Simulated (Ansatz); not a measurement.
Reaction: NaCl (SMILES [Na][Cl]) → NaCl+ (parent SMILES [Na][Cl], doublet) + e-
Each species at its own B3LYP-D3(BJ)/def2-TZVP minimum (Ansatz, an electronic-structure program).

Quantity: adiabatic ionisation energy (electronic), in eV. Open shells are spin-unrestricted; no spin-orbit coupling. Cores are frozen in correlated methods. No relativity. CBS(X,Y): correlation extrapolated as X^-3, Hartree-Fock from the larger set. A bracket is a step between two methods taken in the basis named. Full CI freezes restricted core orbitals, also for open shells; the composite that ends in it estimates full CI at the basis-set limit. The spin of ClNa+ (parent SMILES [Na][Cl], doublet) was assumed, and the state is the lowest solution found for it.

CCSD(T)/CBS(def2-TZVPP,def2-QZVPP) + [CCSDT(Q) - CCSD(T)]/def2-QZVPP + [FCI - CCSDT(Q)]/def2-SVP (Ansatz) gives 9.01 eV.

**Question.** What does PBE/def2-TZVPD (Ansatz) give here, and how do the other levels compare?

**Answer.** PBE gives 9.09 eV, 0.08 eV above it. Differences of the others: r2SCAN/def2-TZVPD (Ansatz) 0.03; B3LYP/def2-TZVPD (Ansatz) 0.10; PBE0/def2-TZVPD (Ansatz) 0.01; wB97M-V/def2-TZVPD (Ansatz) 0.05; CCSD(T)/CBS(def2-TZVPP,def2-QZVPP) (Ansatz) 0.00 eV.
